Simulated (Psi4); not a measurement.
# O2F (SMILES [O]OF): a chain of runs

Aim: a geometry optimisation (U-r2SCAN/cc-pVTZ), then the harmonic vibrations, then a single-point energy (UMP2/def2-TZVPP) of O2F. Input form: a Python script.

The calculation is run with Psi4 1.11.

### Step 1. Starting point

The species is O2F (3 atoms), meant as a doublet with charge 0. SMILES: `[O]OF`. The shape is that of a PBE0-D4/def2-TZVP optimisation. The run starts from this shape.

Bond lengths: O1–O2 1.181 Å. A long bond or contact: O2–F3 1.573 Å.

### Step 2. A structure relaxation at U-r2SCAN/cc-pVTZ (density fitting) (run 1)

run.py

```python
import psi4

psi4.set_memory(1600000000)
psi4.set_num_threads(1)
psi4.core.set_output_file('output.dat', False)

geom = psi4.geometry("""
0 2
O      1.76387036    -0.55830069     0.91130153
O      0.25184380     0.94083795     0.24175266
F     -2.01567637    -0.38253726    -1.15303529
units bohr
""")

psi4.set_options({
    'basis': 'cc-pVTZ',
    'reference': 'uks',
    'geom_maxiter': 60,
})

energy_value, wavefunction = psi4.optimize('r2scan', return_wfn=True)
print(f'total energy {energy_value:.8f} hartree = {energy_value * 27.211386:.5f} eV')
print(geom.to_string(dtype='xyz', units='Angstrom'))
```

Command:

```console
$ python run.py
```

output.dat:

```text
[...]
  Running in cs symmetry.
[...]
  Nuclear repulsion =   69.596692193105000
[...]
  Multiplicity = 2
[...]
  Nalpha       = 13
  Nbeta        = 12
[...]
    Number of basis functions: 90
[...]
   @DF-UKS iter   1:  -249.99039201753959   -2.66182e-01   7.31474e-03 ADIIS/DIIS
[...]
   @DF-UKS iter  11:  -250.06581504129466   -1.11129e-11   4.60529e-09 DIIS
[...]
   @S^2 Observed:                7.799816128E-01
[...]
  @DF-UKS Final Energy:  -250.06581504129466
   => Energetics <=
    Nuclear Repulsion Energy =             68.3852203163124841
    One-Electron Energy =                -481.4402658785335802
    Two-Electron Energy =                 190.2972637714253210
    DFT Exchange-Correlation Energy =     -27.3080332504988732
    Empirical Dispersion Energy =           0.0000000000000000
    VV10 Nonlocal Energy =                  0.0000000000000000
    Total Energy =                       -250.0658150412946554
  UHF NO Occupations:
  HONO-2 :    2App 1.9989142
  HONO-1 :   10 Ap 1.9867520
[...]
  -Total Gradient:
     Atom            X                  Y                   Z
    ------   -----------------  -----------------  -----------------
       1        0.000130695386     0.000160000030     0.000000000000
       2        0.000053461516     0.000126191892     0.000000000000
       3        0.000188336156     0.000258131723     0.000000000000
[...]
    Final optimized geometry and variables:
    Molecular point group: cs
    Full point group: Cs
    Geometry (in Bohr), charge = 0, multiplicity = 2:
    O            2.161210624190    -0.538570850581     0.000000000000
    O            0.498608209860     0.977790040535     0.000000000000
    F           -2.239323736303    -0.369782311830     0.000000000000
[...]
```

On the terminal:

```text
Some dependencies such as QCElemental have not yet finished migration to pydantic v2. If issues are encountered please downgrade pydantic or upgrade QCElemental as appropriate
Optimizer: Optimization complete!
total energy -250.06581504 hartree = -6804.63742 eV
3
0 2 FO2
O                     1.143663409779    -0.284999420459     0.000000000000
O                     0.263852101711     0.517424206271     0.000000000000
F                    -1.184999088564    -0.195680372329     0.000000000000
```

It took 80 s on 1 thread of Intel Xeon Platinum 8259CL at 2.50GHz (Skylake/Cascade Lake), shared host; peak memory 0.62 GiB.

Step by step:

```csv
step,energy from the first frame kept (eV),largest force (eV/Å)
0,0.0000,1.0587
1,-0.0159,0.2365
2,-0.0177,0.1177
3,-0.0178,0.0710
4,-0.0179,0.0164
```

After the run. Bond lengths: O1–O2 1.191 Å. A long bond or contact: O2–F3 1.615 Å.

### Step 3. The harmonic vibrations at U-r2SCAN/cc-pVTZ (density fitting) (run 2)

calc.py

```python
import psi4

psi4.set_memory('1600 MB')
psi4.set_num_threads(1)
psi4.set_output_file('psi4.out', False)

m = psi4.geometry("""
0 2
O      0.951853    -0.295625     0.492392
O      0.144421     0.503142     0.134654
F     -1.091573    -0.206713    -0.624368
""")

psi4.set_options(dict(basis='cc-pVTZ', reference='uks', t=600.0, rotational_symmetry_number=1))

energy_value, wavefunction = psi4.frequency('r2scan', molecule=m, return_wfn=True)
print('E =', round(energy_value, 9))
print('wavenumbers / cm^-1:', wavefunction.frequencies().np.round(1))
for k in ('ZPVE', 'ENTHALPY', 'GIBBS FREE ENERGY'):
    print(f'{k}: {psi4.variable(k):.8f} Eh')
```

Command:

```console
$ python calc.py
```

psi4.out:

```text
[...]
  Running in cs symmetry.
[...]
  Nuclear repulsion =   68.385210411332849
[...]
  Multiplicity = 2
[...]
  Nalpha       = 13
  Nbeta        = 12
[...]
    Number of basis functions: 90
[...]
   @DF-UKS iter   1:  -249.98085328505437   -3.04060e-01   7.59984e-03 ADIIS/DIIS
[...]
  Running in c1 symmetry.
[...]
   @DF-UKS iter  16:  -250.06581504189555   -3.06954e-12   5.87508e-09 DIIS
[...]
   @S^2 Observed:                7.799819252E-01
[...]
  @DF-UKS Final Energy:  -250.06581504189555
   => Energetics <=
    Nuclear Repulsion Energy =             68.3852041275394811
    One-Electron Energy =                -481.4402332432003959
    Two-Electron Energy =                 190.2972468378640087
    DFT Exchange-Correlation Energy =     -27.3080327640986660
    Empirical Dispersion Energy =           0.0000000000000000
    VV10 Nonlocal Energy =                  0.0000000000000000
    Total Energy =                       -250.0658150418955472
  UHF NO Occupations:
  HONO-2 :   11  A 1.9989142
  HONO-1 :   12  A 1.9867518
[...]
  -Total Gradient:
     Atom            X                  Y                   Z
    ------   -----------------  -----------------  -----------------
       1        0.000130812796     0.000159784163    -0.000000160810
       2        0.000053488851     0.000126552131    -0.000000116925
       3        0.000188189937     0.000257987643    -0.000000254848
[...]
  ==> Harmonic Vibrational Analysis <==
[...]
  Freq [cm^-1]                 426.4242            651.4984           1543.8885
[...]
  IR activ [km/mol]            35.2013             82.9896             117.9534
[...]
  Total E_0, Enthalpy at 0 [K]                                                         -250.05984212 [Eh]
[...]
  Total H, Enthalpy at  600.00 [K]                                                     -250.05018501 [Eh]
[...]
```

On the terminal:

```text
Warning: used thermodynamics relations inappropriate for low-frequency modes: ['426.4242']
E = -250.065815042
wavenumbers / cm^-1: [ 426.4  651.5 1543.9]
ZPVE: 0.00597293 Eh
ENTHALPY: -250.05018501 Eh
GIBBS FREE ENERGY: -250.11660459 Eh
```

Run time: 3.1 min. Hardware: 1 thread of Intel Xeon Platinum 8259CL at 2.50GHz (Skylake/Cascade Lake), shared host; peak memory 0.64 GiB.

### Step 4. The energy at UMP2/def2-TZVPP (density fitting, density fitting for correlation) (run 3)

run.py

```python
import psi4

psi4.set_memory(1600000000)
psi4.set_num_threads(1)
psi4.core.set_output_file('output.dat', False)

geom = psi4.geometry("""
0 2
O      0.951853    -0.295625     0.492392
O      0.144421     0.503142     0.134654
F     -1.091573    -0.206713    -0.624368
symmetry c1
""")

psi4.set_options({
    'basis': 'def2-TZVPP',
    'reference': 'uhf',
    'num_frozen_docc': 3,
})

E = psi4.energy('mp2', molecule=geom)
print(f'mp2 energy: {E:.10f} Eh')
```

Command:

```console
$ python run.py
```

output.dat:

```text
[...]
  Running in c1 symmetry.
[...]
  Nuclear repulsion =   68.385210411332849
[...]
  Multiplicity = 2
[...]
  Nalpha       = 13
  Nbeta        = 12
[...]
    Number of basis functions: 93
[...]
   @DF-UHF iter   1:  -248.83871913236709   -7.61919e-01   6.34792e-03 DIIS/ADIIS
[...]
   @DF-UHF iter  23:  -248.99782504071754   -2.18847e-12   6.10626e-09 DIIS
[...]
   @S^2 Observed:                7.665577746E-01
[...]
  @DF-UHF Final Energy:  -248.99782504071754
   => Energetics <=
    Nuclear Repulsion Energy =             68.3852104113328494
    One-Electron Energy =                -480.9565894911664259
    Two-Electron Energy =                 163.5735540391160612
    Total Energy =                       -248.9978250407175437
  UHF NO Occupations:
  HONO-2 :   11  A 1.9976481
  HONO-1 :   12  A 1.9962198
  HONO-0 :   13  A 1.0000000
  LUNO+0 :   14  A 0.0037802
  LUNO+1 :   15  A 0.0023519
[...]
 Multipole Moments:
 ------------------------------------------------------------------------------------
     Multipole            Electronic (a.u.)      Nuclear  (a.u.)        Total (a.u.)
 ------------------------------------------------------------------------------------
 L = 1.  Multiply by 2.5417464519 to convert [e a0] to [Debye]
 Dipole X            :         -0.3664581            1.1246373            0.7581792
 Dipole Y            :          0.0220994            0.1857128            0.2078122
 Dipole Z            :          0.0000000            0.0000000            0.0000000
 Magnitude           :                                                    0.7861435
[...]
```

Standard output:

```text
mp2 energy: -249.7271958684 Eh
```

Wall time 3.6 s (1 thread of Intel Xeon Platinum 8259CL at 2.50GHz (Skylake/Cascade Lake), shared host); peak memory 0.21 GiB.

### Step 5. Summary of results

| quantity | value |
| --- | --- |
| run 1, U-r2SCAN/cc-pVTZ: total energy at the end | -250.06582 Eh |
| run 1, U-r2SCAN/cc-pVTZ: dipole moment | 1.70 D |
| run 1, U-r2SCAN/cc-pVTZ: HOMO energy (highest over α and β) | -7.99 eV |
| run 1, U-r2SCAN/cc-pVTZ: LUMO energy (lowest over α and β) | -5.24 eV |
| run 1, U-r2SCAN/cc-pVTZ: ⟨S²⟩ | 0.780 |
| run 2, U-r2SCAN/cc-pVTZ: lowest harmonic wavenumber | 426 cm⁻¹ |
| run 2, U-r2SCAN/cc-pVTZ: highest harmonic wavenumber | 1544 cm⁻¹ |
| run 2, U-r2SCAN/cc-pVTZ: zero-point energy | 15.7 kJ/mol |
| run 2, U-r2SCAN/cc-pVTZ: ideal-gas entropy at 600 K (symmetry number 1 as used) | 69.5 cal/(mol K) |
| run 3, UMP2/def2-TZVPP: total energy | -249.72720 Eh |
| run 3, UMP2/def2-TZVPP: HOMO energy (Hartree–Fock orbitals) (highest over α and β) | -13.91 eV |
| run 3, UMP2/def2-TZVPP: LUMO energy (Hartree–Fock orbitals) (lowest over α and β) | 0.91 eV |
| run 3, UMP2/def2-TZVPP: correlation energy (3 core orbitals frozen) | -729.4 mEh |
| run 3, UMP2/def2-TZVPP: ⟨S²⟩ of the reference determinant | 0.767 |

The optimisation (run 1, U-r2SCAN/cc-pVTZ) took 5 steps and changed the energy by -0.018 eV. All 3 modes (run 2, U-r2SCAN/cc-pVTZ) are real, so the shape is a minimum at this level.
